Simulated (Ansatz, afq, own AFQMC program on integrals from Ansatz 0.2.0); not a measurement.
**Sn, triplet: AFQMC among the cluster methods**

A free Sn atom.

Basis def2-TZVP with its core potentials. Noble-gas cores (and the filled d shells of Ga–Kr and In–Xe) are frozen. Ansatz 0.2.0 and our own AFQMC program on the same integrals; the CISD trial comes from CCSD amplitudes, and released means the phaseless constraint is let go. Free AFQMC starts from the CCSD state and is never constrained. Its projection time is finite, and what remains of the start isn't in its error. Uncertainties: one standard error, sampling alone. No spin–orbit coupling.

Determinant: UHF, the one that the program's search chose, which needn't be the lowest solution.

Full CI on the same integrals is exact in this basis and with this determinant's frozen core.

Cautions: no spin-orbit coupling; inner d shell frozen; the released energies have errors that jump between times, so the bars are unsure, so no released level is given (meV from the phaseless value at times in 1/Eh: 22 ± 28 at 0.24, -1.4 ± 0.6 at 0.50, -2.1 ± 0.5 at 1.00, -2.8 ± 0.4 at 1.50), though the last usable value meets full CI within the noise.

```
T1 diagnostic                               : 0.0091
weight of the determinant in the CISD state : 0.946
⟨S²⟩ of the determinant                     : 2.012
size of the correlated space                : 4 electrons in 41 orbitals
```

Reference: full CI, correlation energy -1.578 eV.

```csv
level,E − E(reference) (mEh),share of correlation (%)
HF,57.98,0.00
MP2,14.98,74.17
CCSD,2.02,96.52
CCSD(T),0.48,99.17
CCSDT,0.04,99.93
CCSDT(Q),0.01,99.99
ph-AFQMC/HF,2.22 ± 0.35,96.16
ph-AFQMC/CISD,0.14 ± 0.03,99.76
free AFQMC,0.03 ± 0.02,99.95
```

CCSDT and higher add their correlation energy to the determinant of the CCSD(T) run, since their own runs factorise the integrals more tightly (a shift of under 2 meV). Free projections are given only where their last times agree within the noise and don't stop above the reference; a slow remainder of the start can still hide under it. A walk keeps the symmetry of its determinant, which the program's search chose and which needn't be the lowest solution, so a lower state of the same spin and another symmetry isn't excluded.
